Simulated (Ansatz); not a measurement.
## Isomers

Structures of MgSi₂H₆, singlet, relaxed at PBE0-D4/def2-TZVP (vibrations not checked; lower isomers may exist, and structures with a doubtful reference or unclear bonds are left out). Program: Ansatz 0.2.0. Basis: def2-TZVPP. Cores are frozen in the correlated methods. The outer core shell of Li, Na, Mg and K is correlated. The def2 sets are not built for correlating such inner shells, so the correlated values are less sure here. B3LYP uses VWN-RPA correlation.

(1) Rank them by CCSD(T) energy, lowest first, and give each one's height above the lowest. Links in brackets join atoms within 1.22 times the sum of their covalent radii (1.1 for two metals). (An estimate is asked for; the value comes from the calculation.)
A.
MgSi₂H₆ ([MgH][SiH2][SiH3])
```
9
angstrom
Mg -2.0995 0.8444 -1.2786
Si 0.3379 0.8041 -0.4528
Si 0.8027 -0.9977 0.9625
H -3.7168 0.8550 -1.8168
H 1.3203 0.7182 -1.5792
H 0.7037 2.0414 0.3061
H 2.2106 -1.0295 1.4475
H 0.5326 -2.2829 0.2563
H -0.0914 -0.9531 2.1550
```
B.
a complex of Si₂H₆ ([SiH3][SiH3]) + Mg
```
9
angstrom
Si -0.8111 1.1532 -0.9650
Mg 2.1616 -3.0726 2.5713
Si 0.3005 -0.4274 0.3579
H -2.2249 0.7428 -1.1791
H -0.1443 1.2752 -2.2892
H -0.7966 2.4837 -0.2996
H 1.7165 -0.0223 0.5700
H 0.2840 -1.7605 -0.3031
H -0.3606 -0.5495 1.6854
```
C.
a complex of MgSiH₂ ([Mg][SiH2]) + SiH₄
```
9
angstrom
Si -1.4778 2.1523 -1.3895
Mg -0.2133 0.3092 -0.2289
Si 1.5733 -2.2086 1.6273
H -2.0056 0.8530 -2.0394
H -0.1711 2.0046 -2.2022
H 2.3700 -3.2654 2.2982
H 2.4345 -1.4303 0.6960
H 0.4652 -2.8180 0.8440
H 0.9946 -1.2776 2.6306
```
D.
MgSi₂H₆ ([SiH3][Mg][SiH3])
```
9
angstrom
Si -1.2258 1.7427 -1.4592
Mg 0.0005 0.0005 0.0002
Si 1.2261 -1.7425 1.4593
H -2.3283 1.1477 -2.2756
H -0.3226 2.4272 -2.4347
H -1.8588 2.8345 -0.6571
H 2.6901 -1.8242 1.1659
H 0.6980 -3.1298 1.2783
H 1.1209 -1.4561 2.9231
```

(2) Do PBE-D4, r2SCAN-D4, PBE0-D4, B3LYP-D4, wB97M-V, HF, MP2 give the same order? (A judgement: the text doesn't fix the answer.)

The T1 diagnostic stays at or below 0.016. The restricted Hartree–Fock reference is unstable towards an unrestricted one at one or more of these structures. A large double-excitation amplitude points to some diradical character; no triplet was computed.

For scale, one of the runs: CCSD(T)/def2-TZVPP, 200 basis functions, launched by `ansatz run in.yaml --threads 2 --pin off --events-out ev --progress --plain --max-ram 4352MiB`. Time: 72 s of wall clock on 2 CPU threads of an Arm Neoverse V2; the host was shared. Peak host memory: 2.4 GiB.

Results:

(1) By the calculation: D (0.0 kJ/mol), B (7.7 kJ/mol), A (14.5 kJ/mol), C (162.3 kJ/mol). Heights count from the lowest.

(2) By the calculation: Lowest first: PBE-D4 D < A < B < C; r2SCAN-D4 D < A < B < C; PBE0-D4 D < A < B < C; B3LYP-D4 B < D < A < C; wB97M-V B < D < A < C; HF B < D < A < C. The others agree with CCSD(T).
